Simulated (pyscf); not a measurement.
Single points on ωB97X-D3(BJ)/def2-SVP structures (PySCF, gas phase). MP2 and CC: frozen core, UHF for open shells. ΔMP2 is the change of the MP2 total energy from the triple- to the quadruple-zeta basis.

### Question
Estimate by transition-state theory the rate constant of H₂N–NH₂ + gallane (GaH₃) → H₂N–GaH₂ + ammonia (NH₃) (singlet surface; N–N, Ga–H broken, Ga–N, H–N formed) at 1200 K, with CCSD(T)/def2-TZVPP + ΔMP2(QZVPP) energies (ideal gas, 1 atm, RRHO with modes under 100 cm⁻¹ raised to 100, one conformer, R ln 2 for rigid chiral ones; no tunnelling).

### Answer
The electronic barrier is 58.1 kcal/mol and the thermal terms add +35.9, so ΔG‡ = 94.0 kcal/mol. With k_BT/h = 2.50e+13 s⁻¹ and RT = 2.385 kcal/mol, and a volume of 1.64e-19 cm³ per molecule at 1 atm, k = 3.1e-23 cm³ molecule⁻¹ s⁻¹. Wigner's tunnelling factor for 1394i cm⁻¹ would be 1.12. A shift of 1 kcal/mol in the barrier changes k by a factor 1.5. On the reactant side the descent ends in an adduct with a Ga–N contact, 26.6 kcal/mol under the separated species and 93.8 kcal/mol under the saddle at ωB97X-D3(BJ)/def2-TZVP. On the product side the descent ends in an adduct with a Ga–N contact (not fully relaxed), 19.7 kcal/mol under the separated species and 140.9 kcal/mol under the saddle at ωB97X-D3(BJ)/def2-TZVP. What is counted as formed (Ga–N) is already present as a longer contact in the reactant adduct; forming that adduct is a step of its own. At ωB97X-D3(BJ) the barrier from the zero used here is 67.2 kcal/mol. One saddle was located; it need not be the lowest between these sides. A restricted solution here is unstable towards spin polarisation, so biradical character is likely and single-reference numbers are less safe. The CCSD(T) − MP2 part came from Ansatz, without density fitting, on the same reference. The largest closed-shell T1 diagnostic is 0.032, which may signal static correlation. The frozen core leaves the outer d or s,p core shells of the metals and heavy elements correlated in the MP2 and CC values, and def2-TZVPP describes them poorly, which can shift differences by a few kcal/mol. Elements up to Kr have no core potential and no relativistic terms here.
